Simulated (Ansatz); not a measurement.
A nudged elastic band was laid between two geometries of CH5B + FH (9 atoms, charge 0, multiplicity 1).

These are results of UKS PBE0-D4/def2-SVP in Ansatz 0.2.0, not measurements.

| Property | Result |
| --- | --- |
| movable images | 5 |
| climbing image | yes |
| spring | 5.0 eV/Å² |
| optimiser | quadratic models (default) |
| start path | through a guess of the saddle point |
| force threshold | 0.05 eV/Å |
| iteration limit | 60 |
| end points | relaxed |

Image 0:

```xyz
9
Properties=species:S:1:pos:R:3
B -0.711 -0.262 -0.400
C 0.623 -0.550 0.389
H -1.767 -0.313 0.190
H -0.719 -0.380 -1.605
H 0.264 1.813 0.051
F -0.554 1.786 -0.386
H 1.551 -0.244 -0.124
H 0.640 -0.196 1.434
H 0.675 -1.654 0.451
```

Image 6:

```xyz
9
Properties=species:S:1:pos:R:3
B -1.564 0.267 -0.914
C 1.249 -0.251 0.732
H -2.177 -0.244 -0.005
H -1.123 -0.336 -1.865
H 0.863 0.741 0.461
F -1.386 1.573 -0.877
H 2.250 -0.380 0.301
H 1.303 -0.334 1.825
H 0.585 -1.036 0.343
```

Task: What changes between the two ends?

Result: Bonds broken: B1–C2, H5–F6. Bonds formed: B1–F6, C2–H5. CH5B + FH becomes BFH2 + CH4.

Task: Give the energies along the band, and the barrier.

Result: The run converged. The highest image is number 2 of 0 to 6, 0.49 eV above the first end and 1.93 eV above the last; the last end lies 1.44 eV below the first. A vibrational analysis at the climbing image gives one clearly imaginary mode, 1090i cm⁻¹: a first-order saddle point. The orbitals stay closed-shell, which can raise the energy where a bond breaks towards radicals; this wasn't checked here.

| image | path coordinate (Å) | energy (eV) | B1–C2 (Å) | H5–F6 (Å) | B1–F6 (Å) |
| --- | --- | --- | --- | --- | --- |
| 0 | 0.00 | 0.00 | 1.58 | 0.93 | 2.05 |
| 1 | 0.52 | 0.11 | 1.60 | 0.94 | 1.91 |
| 2 | 1.04 | 0.49 | 1.71 | 1.14 | 1.64 |
| 3 | 1.63 | -0.63 | 2.07 | 1.65 | 1.40 |
| 4 | 2.22 | -1.26 | 2.53 | 2.07 | 1.33 |
| 5 | 2.81 | -1.41 | 2.93 | 2.45 | 1.32 |
| 6 | 3.40 | -1.44 | 3.30 | 2.75 | 1.32 |

Task: What is the geometry of the highest image?

Result: 
```xyz
9
Properties=species:S:1:pos:R:3
B -0.765 0.012 -0.444
C 0.675 -0.325 0.411
H -1.731 -0.262 0.224
H -0.677 -0.342 -1.593
H 0.212 0.970 0.071
F -0.574 1.637 -0.409
H 1.656 -0.161 -0.063
H 0.728 -0.123 1.491
H 0.475 -1.405 0.311
```

Task: What are the harmonic wavenumbers there?

Result: 1090i, 153, 507, 581, 676, 723, 808, 898, 903, 1052, 1168, 1194, 1313, 1426, 1449, 2048, 2591, 2697, 3057, 3149, 3171 cm⁻¹.

Run time: 79 s on 2 threads of Arm Neoverse V2, with other jobs on the host, peak memory 0.17 GiB.
